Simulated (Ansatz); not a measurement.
Energy needed to pull apart Si2HCl, singlet, into free ground-state atoms, from the structure below (displaced at random from a GFN2-xTB minimum); no zero-point or spin–orbit terms; open-shell atoms are treated unrestricted, in their ground-state multiplicity.

```xyz
4
angstrom
Si -0.5325 0.0758 -0.7406
Si 0.5773 -1.3131 0.3542
Cl 1.4572 0.0955 1.8340
H -1.3380 1.3216 -1.0808
```

Program: Ansatz 0.2.0. Basis: def2-TZVPP. Cores are frozen in the correlated methods.

| method | atomization energy (kcal/mol) |
| --- | --- |
| SPW92 | ? |
| PBE-D4 | 215.0 |
| r2SCAN-D4 | 207.8 |
| B97M-V | 216.0 |
| PBE0-D4 | 205.4 |
| wB97M-V | 207.5 |
| HF | 117.6 |
| MP2 | ? |
| CCSD | 185.6 |
| CCSD(T) | 194.1 |

(1) What does SPW92 give? (An estimate is asked for; the value comes from the calculation.)

(2) What does MP2 give? (An estimate is asked for; the value comes from the calculation.)

No T1 diagnostic of these runs exceeds 0.022. The restricted Hartree–Fock reference is unstable towards an unrestricted one here.

Results:

(1) The calculation gives: 248.3 kcal/mol, which is about 54.3 kcal/mol more than CCSD(T)/def2-TZVPP.

(2) Computed: 195.5 kcal/mol, which is about 1.4 kcal/mol more than CCSD(T)/def2-TZVPP.

In triple zeta the MP2 and coupled-cluster atomization energies are still short of their basis limit by a few kcal/mol a bond, whereas those of the functionals are nearly converged, so these differences are not deviations from converged CCSD(T).

For scale, one of the runs: CCSD(T)/def2-TZVPP forces, 140 basis functions (an equivalent command: `ansatz run in.yaml --threads 4`). Time: 23 s of wall clock on 4 CPU threads; the host was shared. Peak host memory: 1.2 GiB.
